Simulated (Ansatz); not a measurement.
How far each method lies from UCCSDT(Q) for Br, doublet

A free Br atom.

Basis def2-TZVP; Ansatz 0.2.0. Correlated methods freeze the noble-gas cores and the filled d shells of p-block atoms, which leaves 7 electrons in 34 orbitals. Prefix R: restricted or restricted open-shell reference; prefix U: unrestricted. Active spaces: valence = (7e, 4o) chosen from the atoms' valence shells. No spin–orbit coupling is included, and no scalar relativity.

Full CI isn't at hand for all of this; UCCSDT(Q) serves as the reference, and is uncertain by about the last step of the cluster series. The frozen core follows each run's orbitals, which can shift R against U totals by a few meV for light atoms and by up to 0.1 eV past Ca.

```
UHF ⟨S²⟩                          : 0.759
T1 diagnostic (RCCSD)             : 0.0129
largest doubles amplitude (RCCSD) : 0.047
T1 diagnostic (UCCSD)             : 0.0065
```

Problem. From what is known of these methods and the diagnostics, rank them by the size of their error in total energy against UCCSDT(Q) in def2-TZVP, smallest first (an estimate: the text doesn't fix the numbers).
A. UCCSD
B. UCCSDT
C. UHF
D. UMP2
E. UCCSD(T)

Solution. B (3 meV), E (18 meV), A (142 meV), D (676 meV), C (4324 meV).

All errors are against UCCSDT(Q) in def2-TZVP. Within each family the higher level lies nearer, as is usual though not guaranteed.

Natural occupations of CASSCF (valence space) about the gap: 2.000 2.000 2.000 1.000; effectively unpaired electrons, Σ n²(2−n)², 1.00.
